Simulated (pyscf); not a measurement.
One addition across a multiple bond or ene-type step on the singlet surface with elements of a group swapped. ωB97M-D3(BJ)/def2-TZVP, kJ/mol, from the separated reactants. Structures and frequencies: ωB97X-D3(BJ)/def2-SVP in PySCF.

| step | barrier | reaction energy | imaginary mode (i cm⁻¹) |
|---|---|---|---|
| F–B(F)–F + H₂C=CH₂ → F–CH₂–CH₂–B(F)–F | 136.5 | +56.8 | 518 |
| Cl–B(Cl)–Cl + H₂C=CH₂ -> Cl–CH₂–CH₂–B(Cl)–Cl | ? | ? | 387 |

### Question
Some entries are withheld; supply them.

### Answer

- Cl–B(Cl)–Cl + H₂C=CH₂ -> Cl–CH₂–CH₂–B(Cl)–Cl, barrier: 96.1
- Cl–B(Cl)–Cl + H₂C=CH₂ -> Cl–CH₂–CH₂–B(Cl)–Cl, reaction energy: -25.1

Each row is the saddle that its search found.
